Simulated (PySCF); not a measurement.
# Rotational lines of CO

Lines J+1 ← J of the vibrational ground state, computed from RHF-CCSD(T) constants of CO, ¹Σ⁺ (singlet), closed shell (PySCF, no relativity, basis sets C 6-311G(d,p), O 6-311G(d,p); masses 12.0000 and 15.9949 u), in MHz:

```json
{"J": "0", "ν (MHz)": "113642"}
{"J": "1", "ν (MHz)": "227279"}
{"J": "2", "ν (MHz)": "340908"}
{"J": "3", "ν (MHz)": "454524"}
{"J": "4", "ν (MHz)": "568123"}
```

Task: Find B0 and the effective bond length r0; with αe = 0.0169 cm⁻¹, find Re.

Result: ν = 2B0(J+1) − 4D(J+1)³ gives B0 = 1.8953 cm⁻¹. With the reduced mass μred = 6.8562 u, r0 = √(16.8576/(μred·B0)) (u, cm⁻¹, Å) = 1.1390 Å. Be = B0 + αe/2 = 1.9038 cm⁻¹ gives Re = 1.136 Å.

Correlated steps freeze 2 core orbitals. Where the molecule has an RHF reference, its open-shell atoms are computed with UHF.
